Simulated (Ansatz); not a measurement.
Two shapes of singlet C₂H₄O₂.

Shape 1:

```xyz
8

C     0.0000    0.0000    0.0000
O     0.0000    0.0000    1.2000
O     0.0000    1.0841   -0.7876
C     0.0000    2.3435   -0.0895
H     0.0000   -0.9712   -0.4949
H     0.0000    3.1599   -0.8118
H    -0.8898    2.4127    0.5362
H     0.8898    2.4127    0.5362
```

Shape 2:

```xyz
8

C     0.0363   -0.0065    0.0338
O     0.0015    0.0114    1.1513
O    -0.0135    1.0982   -0.7416
C     0.0200    2.3128   -0.1235
H     0.0084   -0.9810   -0.4465
H    -0.0371    3.1275   -0.8034
H    -0.8900    2.3878    0.4928
H     0.9296    2.4203    0.5655
```

Basis set: 6-31G* (spherical functions). Correlated methods keep 4 orbitals frozen. Charge 0, multiplicity 1.

Computed with Ansatz (development build ahead of 0.2.0); each method stands on the lowest determinant of its kind that the runs found.

Task: Which shape is lower in energy, and by how much in each method?

Result:

```
 method  E(2) − E(1) (eV)
    RHF             0.485
RHF-MP2             0.800
```

Shape 1 is lower. Caution: no unrestricted run beside it, a lower state can exist.
